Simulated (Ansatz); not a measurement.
## C3H5NO (acrylamide): the vertical ionisation energy from total energies

C3H5NO has 10 atoms, charge 0, and is taken as a singlet. As SMILES, `C=CC(N)=O`. The shape is that of a PBE0-D4/def2-TZVP optimisation. This is one conformer, not always the lowest.

Both states at this one shape; open shells run unrestricted unless said. 1 Eh = 27.2114 eV.

```
          level  program  singlet C3H5NO (Eh)  doublet C3H5NO+ (Eh)  HOMO of the first (eV)
       HF/3-21G   Ansatz          -244.449546           -244.151819                  -10.47
   PBE/def2-SVP   Ansatz          -246.819708           -246.472815                   -5.49
revPBE/def2-SVP   Ansatz          -247.045694           -246.701347                   -5.43
 wB97X/def2-SVP   Ansatz          -247.049177           -246.691149                   -9.72
```

Q: Work out the vertical ionisation energy at each level.

A: 
1. HF/3-21G: -244.151819 − (-244.449546) = 0.297727 Eh = 8.10 eV; −ε(HOMO) = 10.47 eV.
2. PBE/def2-SVP: -246.472815 − (-246.819708) = 0.346893 Eh = 9.44 eV; −ε(HOMO) = 5.49 eV.
3. revPBE/def2-SVP: -246.701347 − (-247.045694) = 0.344347 Eh = 9.37 eV; −ε(HOMO) = 5.43 eV.
4. wB97X/def2-SVP: -246.691149 − (-247.049177) = 0.358028 Eh = 9.74 eV; −ε(HOMO) = 9.72 eV.

No measured value is set beside it here; the levels span 8.10 to 9.74 eV. In Hartree–Fock, −ε(HOMO) (Koopmans) exceeds the difference of totals by the orbital relaxation of the ion. In semi-local functionals −ε(HOMO) lies far under the ionisation energy, a result of self-interaction. Hartree–Fock favours the state with fewer electron pairs, since it lacks pair correlation.
